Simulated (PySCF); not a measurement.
1,2,3-butatriene, C₄H₄, SMILES C=C=C=C, point group D2h.

Force field and properties: B3LYP/pcSseg-1 (PySCF, grid level 2). Vibrational terms come from second-order perturbation theory with semi-diagonal cubic constants, by steps of ±0.6 along the normal coordinates of each isotopologue. The parent has the commonest isotopes.

Equilibrium geometry (Å):

| atom | x | y | z |
| --- | --- | --- | --- |
| C1 | -1.9414 | -0.0603 | -0.0424 |
| C2 | -0.6279 | -0.0164 | -0.0221 |
| C3 | 0.6369 | 0.0258 | -0.0025 |
| C4 | 1.9505 | 0.0697 | 0.0178 |
| H5 | -2.5295 | 0.7476 | -0.4760 |
| H6 | -2.4874 | -0.9060 | 0.3736 |
| H7 | 2.5385 | -0.7382 | 0.4514 |
| H8 | 2.4964 | 0.9154 | -0.3982 |

(1) Give the equilibrium and ground-state rotational constants (MHz) of parent; ¹³C at 1; ²H at 5; ¹³C at 2, ²H at 5.

(2) How is the parent's vibrational correction B0 − Be made up?

(3) And its quartic centrifugal distortion constants from the harmonic force field?

A mode lies under 250 cm⁻¹, where this perturbation treatment is rough.

## Answers

(1) 
```tsv
species	Ae	Be	Ce	A0	B0	C0	Δ0 (u Å²)	harmonic ZPE (cm⁻¹)
parent	145010	4007.5	3899.7	143590	4001.4	3890.9	0.069	13115
¹³C at 1	145010	3892.3	3790.6	143580	3886.5	3782.1	0.069	13077
²H at 5	117620	3817.3	3697.3	116670	3811.4	3688.7	0.081	12466
¹³C at 2, ²H at 5	117590	3807.6	3688.2	116650	3801.8	3679.6	0.081	12424
```

Δ0 = Ic − Ia − Ib from the ground-state constants.

(2) 
```
axis  harmonic  Coriolis  cubic  total (MHz)
   a       963     -1260  -1130        -1420
   b      3.46     -2.32  -7.24        -6.11
   c      1.64     -2.84  -7.68        -8.87
```

(3) Asymmetric top, A reduction, Ir representation: ΔJ = 0.332 kHz, ΔJK = 30.7 kHz, ΔK = 2840 kHz, δJ = 0.00973 kHz, δK = 18.2 kHz.
